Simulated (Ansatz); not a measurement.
**Si2H4 (singlet): density functionals in cc-pVTZ**

Aim: run Si2H4 (singlet) with a set of functionals in one basis and compare levels, spin and time.

Program: Ansatz 0.2.0, Gaussian basis. Level of theory: cc-pVTZ, all electrons in the functionals, frozen cores in the correlation of double hybrids and RPA. These are calculated values, not measurements.

The runs, in order: PBE, BLYP, r2SCAN, PBE0, B3LYP, wB97M-V, B2PLYP, RKS PBE0, RPA-PBE.

### Step 1. The system

The geometry is a PBE0/def2-TZVP stationary point (not a proven minimum).

6 atoms, charge 0, spin multiplicity 1.

Atoms are counted from 1 here; the program's logs count them from 0.

Bond lengths: Si1–Si2 2.391 Å, Si1–H3 1.489 Å, Si1–H4 1.494 Å, Si1–H5 1.494 Å, Si2–H6 1.525 Å. Angles: Si2–Si1–H3 119.1°, Si2–Si1–H4 107.3°, Si2–Si1–H5 107.3°, H3–Si1–H4 108.0°, H3–Si1–H5 108.0°, H4–Si1–H5 106.6°, Si1–Si2–H6 93.2°.

No dispersion term is added; wB97M-V holds VV10 nonlocal correlation. B3LYP takes the VWN-RPA correlation.

### Step 2. PBE (unrestricted)

File in.yaml:

```yaml
crystal:
  periodic: [false, false, false]
  atoms:
    - {symbol: Si, position_ang: [0.000000, 0.032451, 1.129510]}
    - {symbol: Si, position_ang: [0.000000, -0.081251, -1.258412]}
    - {symbol: H, position_ang: [0.000000, 1.366573, 1.790713]}
    - {symbol: H, position_ang: [1.197704, -0.720972, 1.609075]}
    - {symbol: H, position_ang: [-1.197704, -0.720972, 1.609075]}
    - {symbol: H, position_ang: [0.000000, 1.435141, -1.417119]}
basis:
  gaussian: {orbitals: cc-pVTZ}
magnetization: {spin_polarized: true, initial_magnetization: 0}
hamiltonian: {xc: {name: PBE}}
output: {orbitals: {seedname: orbitals}}
```

Launch:

```
> ansatz run in.yaml --threads 2 --pin off --events-out ev --progress --plain --max-ram 24576MiB --backend cuda --devices 0, --max-vram 18GiB
```

Standard output:

```text
Functional definition: PBE
  name "PBE"
  cite "Perdew, Burke & Ernzerhof, Phys. Rev. Lett. 77, 3865 (1996) doi:10.1103/PhysRevLett.77.3865"
  parent pbe
  parameter kappa = 0.804
  parameter beta = 0.06672455060314922
  exchange = pbe_x(kappa = kappa, mu = beta*pi^2/3)
  correlation = pbe_c(beta = beta)
790 factors; their error is unknown
mean field evaluation 1: about -15808.9379 eV, gradient 1.2e1 eV
mean field evaluation 2: about -15808.9424 eV, gradient 1.2e1 eV
mean field evaluation 4: about -15810.3278 eV, gradient 4.8e-1 eV
mean field evaluation 8: about -15810.2839 eV, gradient 1.2e-1 eV
mean field evaluation 16: about -15810.2840 eV, gradient 6.8e-6 eV
mean field -15810.28401561 eV, -581.0172209781 hartree, gradient 8.9e-7 eV, S^2 0.000000; 1 other end points of the search recorded, 0 dependent functions left out
reference -15810.28405167 eV, -581.0172223034 hartree; 16, 16 occupied and 108, 108 virtual orbitals, 790 factors
Total energy: -15810.28405167 eV, -581.0172223034 hartree
```

Wall time 18 s (1 × H100 (card shared with other runs) with 2 threads of AMD EPYC 7R13, shared host); peak host memory 0.77 GiB.

From the report: ⟨S²⟩ of the determinant 0.000 (pure singlet: 0.00).

### Step 3. BLYP (unrestricted)

Changes to in.yaml since step 2:

```diff
@@ -12,3 +12,2 @@
 magnetization: {spin_polarized: true, initial_magnetization: 0}
-hamiltonian: {xc: {name: PBE}}
-output: {orbitals: {seedname: orbitals}}
+hamiltonian: {xc: {name: BLYP}}
```

The command is unchanged.

Standard output:

```text
Functional definition: BLYP
  name "BLYP"
  cite "Becke, Phys. Rev. A 38, 3098 (1988) doi:10.1103/PhysRevA.38.3098"
  cite "Lee, Yang & Parr, Phys. Rev. B 37, 785 (1988) doi:10.1103/PhysRevB.37.785"
  parameter beta = 0.0042
  parameter a = 0.04918
  parameter b = 0.132
  parameter c = 0.2533
  parameter d = 0.349
  exchange = b88_x(beta = beta)
  correlation = lyp_c(a = a, b = b, c = c, d = d)
790 factors; their error is unknown
mean field evaluation 1: about -15816.8681 eV, gradient 1.3e1 eV
mean field evaluation 2: about -15816.9388 eV, gradient 1.3e1 eV
mean field evaluation 4: about -15818.4841 eV, gradient 5.4e-1 eV
mean field evaluation 8: about -15818.4399 eV, gradient 1.3e-1 eV
mean field evaluation 16: about -15818.4400 eV, gradient 6.4e-6 eV
mean field -15818.43996406 eV, -581.3169465555 hartree, gradient 1.5e-5 eV, S^2 0.000000; 1 other end points of the search recorded, 0 dependent functions left out
reference -15818.44027945 eV, -581.3169581459 hartree; 16, 16 occupied and 108, 108 virtual orbitals, 790 factors
Total energy: -15818.44027945 eV, -581.3169581459 hartree
```

Wall time 16 s (1 × H100 (card shared with other runs) with 2 threads of AMD EPYC 7R13, shared host); peak host memory 0.77 GiB.

From the report: ⟨S²⟩ of the determinant 0.000 (pure singlet: 0.00).

### Step 4. r2SCAN (unrestricted)

Changes to in.yaml since step 3:

```diff
@@ -12,2 +12,3 @@
 magnetization: {spin_polarized: true, initial_magnetization: 0}
-hamiltonian: {xc: {name: BLYP}}
+hamiltonian: {xc: {name: r2SCAN}}
+output: {forces: true}
```

Launched as before.

Standard output (excerpt; [...] marks lines left out):

```text
Functional definition: r2SCAN
  name "r2SCAN"
  cite "Furness, Kaplan, Ning, Perdew & Sun, J. Phys. Chem. Lett. 11, 8208 (2020) doi:10.1021/acs.jpclett.0c02405"
  cite "Furness, Kaplan, Ning, Perdew & Sun, J. Phys. Chem. Lett. 11, 9248 (2020) doi:10.1021/acs.jpclett.0c03077"
  parent r2scan
[...]
790 factors; their error is unknown
[...]
mean field -15817.06528895 eV, -581.2664281769 hartree, gradient 2.9e-5 eV, S^2 0.299822; 6 other end points of the search recorded, 0 dependent functions left out
[...]
reference -15817.06530226 eV, -581.2664286662 hartree; 16, 16 occupied and 108, 108 virtual orbitals, 790 factors
Total energy: -15817.06530226 eV, -581.2664286662 hartree
Atom 0 at     0.000000     0.032451     1.129510 Å, force     0.000000    -0.170598    -0.044797 eV/Å
Atom 1 at     0.000000    -0.081251    -1.258412 Å, force    -0.000000     0.167094     0.155713 eV/Å
Atom 2 at     0.000000     1.366573     1.790713 Å, force     0.000000     0.037997    -0.042537 eV/Å
Atom 3 at     1.197704    -0.720972     1.609075 Å, force     0.003445    -0.001843     0.029411 eV/Å
Atom 4 at    -1.197704    -0.720972     1.609075 Å, force    -0.003445    -0.001843     0.029411 eV/Å
Atom 5 at     0.000000     1.435141    -1.417119 Å, force    -0.000000    -0.030807    -0.127201 eV/Å
Dipole moment:    -0.000000     0.044181    -0.034208 e Å
```

It took 30 s on 1 × H100 (card shared with other runs) with 2 threads of AMD EPYC 7R13, shared host; peak host memory 0.81 GiB.

From the report: ⟨S²⟩ of the determinant 0.300 (pure singlet: 0.00).

### Step 5. PBE0 (unrestricted)

Changes to in.yaml since step 4:

```diff
@@ -12,3 +12,3 @@
 magnetization: {spin_polarized: true, initial_magnetization: 0}
-hamiltonian: {xc: {name: r2SCAN}}
-output: {forces: true}
+hamiltonian: {xc: {name: PBE0}}
+output: {forces: true, orbitals: {seedname: orbitals}}
```

Same command.

Standard output (excerpt; [...] marks lines left out):

```text
Functional definition: PBE0
  name "PBE0"
  cite "Adamo & Barone, J. Chem. Phys. 110, 6158 (1999) doi:10.1063/1.478522"
  cite "Perdew, Burke & Ernzerhof, Phys. Rev. Lett. 77, 3865 (1996) doi:10.1103/PhysRevLett.77.3865"
  parent pbe
[...]
808 factors; their error is unknown
[...]
mean field -15811.89772863 eV, -581.0765238381 hartree, gradient 2.7e-7 eV, S^2 0.074323; 4 other end points of the search recorded, 0 dependent functions left out
[...]
reference -15811.89775609 eV, -581.0765248470 hartree; 16, 16 occupied and 108, 108 virtual orbitals, 808 factors
Total energy: -15811.89775609 eV, -581.0765248470 hartree
Atom 0 at     0.000000     0.032451     1.129510 Å, force    -0.000000    -0.046551    -0.015890 eV/Å
Atom 1 at     0.000000    -0.081251    -1.258412 Å, force     0.000000     0.005495     0.012347 eV/Å
Atom 2 at     0.000000     1.366573     1.790713 Å, force    -0.000000     0.045248     0.002591 eV/Å
Atom 3 at     1.197704    -0.720972     1.609075 Å, force     0.030274    -0.018327     0.020138 eV/Å
Atom 4 at    -1.197704    -0.720972     1.609075 Å, force    -0.030274    -0.018327     0.020138 eV/Å
Atom 5 at     0.000000     1.435141    -1.417119 Å, force    -0.000000     0.032463    -0.039323 eV/Å
Dipole moment:     0.000000     0.055147    -0.042015 e Å
```

It took 23 s on 1 × H100 (card shared with other runs) with 2 threads of AMD EPYC 7R13, shared host; peak host memory 0.8 GiB.

From the report: ⟨S²⟩ of the determinant 0.074 (pure singlet: 0.00).

### Step 6. B3LYP (unrestricted)

Changes to in.yaml since step 5:

```diff
@@ -12,3 +12,2 @@
 magnetization: {spin_polarized: true, initial_magnetization: 0}
-hamiltonian: {xc: {name: PBE0}}
-output: {forces: true, orbitals: {seedname: orbitals}}
+hamiltonian: {xc: {name: B3LYP}}
```

The command is unchanged.

Standard output (excerpt; [...] marks lines left out):

```text
Functional definition: B3LYP
  name "B3LYP"
  cite "Stephens, Devlin, Chabalowski & Frisch, J. Phys. Chem. 98, 11623 (1994) doi:10.1021/j100096a001"
  cite "Becke, Phys. Rev. A 38, 3098 (1988) doi:10.1103/PhysRevA.38.3098"
  cite "Lee, Yang & Parr, Phys. Rev. B 37, 785 (1988) doi:10.1103/PhysRevB.37.785"
  cite "Vosko, Wilk & Nusair, Can. J. Phys. 58, 1200 (1980) doi:10.1139/p80-159"
[...]
808 factors; their error is unknown
[...]
mean field -15820.01190306 eV, -581.3747142484 hartree, gradient 3.6e-6 eV, S^2 0.000000; 1 other end points of the search recorded, 0 dependent functions left out
reference -15820.01213941 eV, -581.3747229340 hartree; 16, 16 occupied and 108, 108 virtual orbitals, 808 factors
Total energy: -15820.01213941 eV, -581.3747229340 hartree
```

Run time: 23 s. Hardware: 1 × H100 (card shared with other runs) with 2 threads of AMD EPYC 7R13, shared host; peak host memory 0.8 GiB.

From the report: ⟨S²⟩ of the determinant 0.000 (pure singlet: 0.00).

### Step 7. wB97M-V (unrestricted)

Changes to in.yaml since step 6:

```diff
@@ -12,2 +12,3 @@
 magnetization: {spin_polarized: true, initial_magnetization: 0}
-hamiltonian: {xc: {name: B3LYP}}
+hamiltonian: {xc: {name: wB97M-V}}
+output: {forces: true, orbitals: {seedname: orbitals}}
```

Launched as before.

Standard output (excerpt; [...] marks lines left out):

```text
Functional definition: wB97M-V
  name "wB97M-V"
  cite "Mardirossian & Head-Gordon, J. Chem. Phys. 144, 214110 (2016) doi:10.1063/1.4952647"
  cite "Becke, J. Chem. Phys. 107, 8554 (1997) doi:10.1063/1.475007"
  cite "Vydrov & Van Voorhis, J. Chem. Phys. 133, 244103 (2010) doi:10.1063/1.3521275"
  # Of w^i u^j: cxij and so on, Table III.
[...]
  gx(w, u) = 1 - cx + cx01*u + cx10*w
  gss(w, u) = css00 + css04*u^4 + css10*w + css20*w^2 + css43*w^4*u^3
  gos(w, u) = cos00 + cos10*w + (cos20 + cos21*u)*w^2 + (cos60 + cos61*u)*w^6
[...]
      + integral(e_c_pw_mod_opposite_spin*gos(b97_w_opposite, b97_u_opposite)) + vv10(b, c)
808 factors; their error is unknown
188 factors; integrals over basis functions are off by at most 1.3e-5 eV
[...]
mean field -15817.19945427 eV, -581.2713586614 hartree, gradient 4.4e-5 eV, S^2 0.000000; 1 other end points of the search recorded, 0 dependent functions left out
[...]
reference -15817.19949851 eV, -581.2713602873 hartree; 16, 16 occupied and 108, 108 virtual orbitals, 808 factors
Total energy: -15817.19949851 eV, -581.2713602873 hartree
Atom 0 at     0.000000     0.032451     1.129510 Å, force     0.000000    -0.012938     0.127888 eV/Å
Atom 1 at     0.000000    -0.081251    -1.258412 Å, force     0.000000     0.073736    -0.035774 eV/Å
Atom 2 at     0.000000     1.366573     1.790713 Å, force     0.000000    -0.105133    -0.056307 eV/Å
Atom 3 at     1.197704    -0.720972     1.609075 Å, force    -0.091097     0.060386    -0.029745 eV/Å
Atom 4 at    -1.197704    -0.720972     1.609075 Å, force     0.091097     0.060386    -0.029745 eV/Å
Atom 5 at     0.000000     1.435141    -1.417119 Å, force    -0.000000    -0.076438     0.023682 eV/Å
Dipole moment:     0.000000     0.037141    -0.081919 e Å
```

Run time: 31 s. Hardware: 1 × H100 (card shared with other runs) with 2 threads of AMD EPYC 7R13, shared host; peak host memory 0.89 GiB.

From the report: ⟨S²⟩ of the determinant 0.000 (pure singlet: 0.00).

### Step 8. B2PLYP (unrestricted)

Changes to in.yaml since step 7:

```diff
@@ -12,3 +12,3 @@
 magnetization: {spin_polarized: true, initial_magnetization: 0}
-hamiltonian: {xc: {name: wB97M-V}}
-output: {forces: true, orbitals: {seedname: orbitals}}
+hamiltonian: {xc: {name: B2PLYP}}
+correlation: {electrons: outside_noble_gas}
```

Launched as before.

Standard output (excerpt; [...] marks lines left out):

```text
Functional definition: B2PLYP
  name "B2PLYP"
  cite "Grimme, J. Chem. Phys. 124, 034108 (2006) doi:10.1063/1.2148954"
  cite "Becke, Phys. Rev. A 38, 3098 (1988) doi:10.1103/PhysRevA.38.3098"
  cite "Lee, Yang & Parr, Phys. Rev. B 37, 785 (1988) doi:10.1103/PhysRevB.37.785"
[...]
713 factors; integrals over basis functions are off by at most 1.0e-3 eV
[...]
mean field -15809.83898438 eV, -581.0008663823 hartree, gradient 4.2e-6 eV, S^2 0.134221; 4 other end points of the search recorded, 0 dependent functions left out
10 core orbitals not correlated: weight in the atoms' cores, before any rotation towards them, 1.000 or more for the frozen orbitals, at most 0.000 for the correlated occupied ones
reference -15809.83913484 eV, -581.0008719115 hartree; 6, 6 occupied and 108, 108 virtual orbitals, 713 factors
second order -7.78655782 eV of doubles, -0.00000000 eV of singles
Total energy: -15811.94150545 eV, -581.0781326064 hartree
```

It took 25 s on 1 × H100 (card shared with other runs) with 2 threads of AMD EPYC 7R13, shared host; peak host memory 0.79 GiB.

From the report: ⟨S²⟩ of the determinant 0.134 (pure singlet: 0.00).

### Step 9. PBE0 (restricted)

Changes to in.yaml since step 8:

```diff
@@ -11,4 +11,2 @@
   gaussian: {orbitals: cc-pVTZ}
-magnetization: {spin_polarized: true, initial_magnetization: 0}
-hamiltonian: {xc: {name: B2PLYP}}
-correlation: {electrons: outside_noble_gas}
+hamiltonian: {xc: {name: PBE0}}
```

Launched as before.

Standard output:

```text
Functional definition: PBE0
  name "PBE0"
  cite "Adamo & Barone, J. Chem. Phys. 110, 6158 (1999) doi:10.1063/1.478522"
  cite "Perdew, Burke & Ernzerhof, Phys. Rev. Lett. 77, 3865 (1996) doi:10.1103/PhysRevLett.77.3865"
  parent pbe
  parameter a = 0.25
  parameter kappa = 0.804
  parameter beta = 0.06672455060314922
  exchange = (1 - a)*pbe_x(kappa = kappa, mu = beta*pi^2/3) + a*exact_x
  correlation = pbe_c(beta = beta)
808 factors; their error is unknown
mean field evaluation 1: about -15811.2101 eV, gradient 1.2e1 eV
mean field evaluation 2: about -15811.5369 eV, gradient 8.5e0 eV
mean field evaluation 4: about -15811.8325 eV, gradient 2.1e-1 eV
mean field evaluation 8: about -15811.8960 eV, gradient 1.6e-1 eV
mean field evaluation 16: about -15811.8960 eV, gradient 2.9e-5 eV
mean field -15811.89598813 eV, -581.0764598757 hartree, gradient 2.9e-5 eV, S^2 0.000000; 0 other end points of the search recorded, 0 dependent functions left out
reference -15811.89601545 eV, -581.0764608798 hartree; 16, 16 occupied and 108, 108 virtual orbitals, 808 factors
Total energy: -15811.89601545 eV, -581.0764608798 hartree
```

Run time: 17 s. Hardware: 1 × H100 (card shared with other runs) with 2 threads of AMD EPYC 7R13, shared host; peak host memory 0.77 GiB.

### Step 10. RPA-PBE

Changes to in.yaml since step 9:

```diff
@@ -11,2 +11,4 @@
   gaussian: {orbitals: cc-pVTZ}
-hamiltonian: {xc: {name: PBE0}}
+magnetization: {spin_polarized: true, initial_magnetization: 0}
+hamiltonian: {xc: {name: PBE}}
+correlation: {method: rpa, electrons: outside_noble_gas}
```

The command is unchanged.

Standard output (excerpt; [...] marks lines left out):

```text
Functional definition: PBE
  name "PBE"
  cite "Perdew, Burke & Ernzerhof, Phys. Rev. Lett. 77, 3865 (1996) doi:10.1103/PhysRevLett.77.3865"
  parent pbe
[...]
713 factors; integrals over basis functions are off by at most 1.0e-3 eV
[...]
mean field -15810.28400274 eV, -581.0172205054 hartree, gradient 2.5e-6 eV, S^2 0.000000; 3 other end points of the search recorded, 0 dependent functions left out
10 core orbitals not correlated: weight in the atoms' cores, before any rotation towards them, 1.000 or more for the frozen orbitals, at most 0.000 for the correlated occupied ones
reference -15785.63774558 eV, -580.1114872605 hartree; 6, 6 occupied and 108, 108 virtual orbitals, 713 factors
Total energy: -15798.95071081 eV, -580.6007297087 hartree
```

It took 22 s on 1 × H100 (card shared with other runs) with 2 threads of AMD EPYC 7R13, shared host; peak host memory 0.85 GiB.

From the report: ⟨S²⟩ of the determinant 0.000 (pure singlet: 0.00).

### Step 11. Side by side

```csv
functional,energy (eV),⟨S²⟩,time
PBE,-15810.2841,0.000,18 s
BLYP,-15818.4403,0.000,16 s
r2SCAN,-15817.0653,0.300,30 s
PBE0,-15811.8978,0.074,23 s
B3LYP,-15820.0121,0.000,23 s
wB97M-V,-15817.1995,0.000,31 s
B2PLYP,-15811.9415,0.134,25 s
RKS PBE0,-15811.8960,0.000,17 s
RPA-PBE,-15798.9507,0.000,22 s
```

Orbital levels of the runs that wrote orbitals: PBE HOMO -5.67, LUMO -4.23 eV; PBE0 HOMO -6.68, LUMO -3.32 eV; wB97M-V HOMO -8.61, LUMO -1.35 eV.

### Step 12. Results

```
                quantity                    value
spread of total energies                  21.1 eV
       quickest, slowest  BLYP 16 s, wB97M-V 31 s
```

In words: Total energies of different functionals can't be ranked; only differences within one functional count.
